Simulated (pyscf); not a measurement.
SiH₂ (SMILES [SiH2]) [singlet] + H₃C–OH (SMILES CO) → H₃C–O–SiH₃ (SMILES CO[SiH3]) (insertion; singlet surface; H–O broken, O–Si, H–Si formed). Optimised with ωB97X-D3(BJ)/def2-SVP in PySCF. Correlated levels are frozen-core, on RHF or UHF. ΔMP2 is the change of the MP2 total energy from the triple- to the quadruple-zeta basis. Energies in kcal/mol from the separated reactants.

```
level                             barrier  reaction energy
--------------------------------  -------  ---------------
ωB97X-D3(BJ)/def2-TZVP                  …            -81.3
PBE0-D3(BJ)/def2-TZVP                -3.2            -78.6
M06-2X/def2-TZVP                      1.1            -78.5
ωB97M-D3(BJ)/def2-TZVP                2.3            -76.0
CCSD/def2-TZVPP                       7.6            -74.8
CCSD(T)/def2-TZVPP                    3.3            -75.5
CCSD(T)/def2-TZVPP + ΔMP2(QZVPP)        …                …
```

Task: Complete the blanks.

Result: 
- ωB97X-D3(BJ)/def2-TZVP, barrier: -0.2
- CCSD(T)/def2-TZVPP + ΔMP2(QZVPP), barrier: 2.6
- CCSD(T)/def2-TZVPP + ΔMP2(QZVPP), reaction energy: -76.4

Of the functionals in the table, ωB97M-D3(BJ) is closest to CCSD(T)/def2-TZVPP + ΔMP2(QZVPP) in the barrier (0.3 kcal/mol apart) and PBE0-D3(BJ) least close (5.8 kcal/mol); that level has limits of its own. On the reactant side the descent ends in an adduct with a O–Si contact, 23.9 kcal/mol under the separated species and 23.8 kcal/mol under the saddle at ωB97X-D3(BJ)/def2-TZVP. At ωB97X-D3(BJ), PBE0-D3(BJ) the saddle lies under the separated reactants, which points to a path from their complex (located at ωB97X-D3(BJ) alone). What is counted as formed (O–Si) is already present as a longer contact in the reactant adduct; forming that adduct is a step of its own. H₃C–O–SiH₃ lies 23.7 kcal/mol over its isomer H₃C–SiH₂–OH, and others may lie lower still (electronic energy, ωB97M-D3(BJ)). This is the saddle that the search found; another between the same sides may lie lower. The CCSD(T) − MP2 part came from Ansatz, without density fitting, on the same reference.
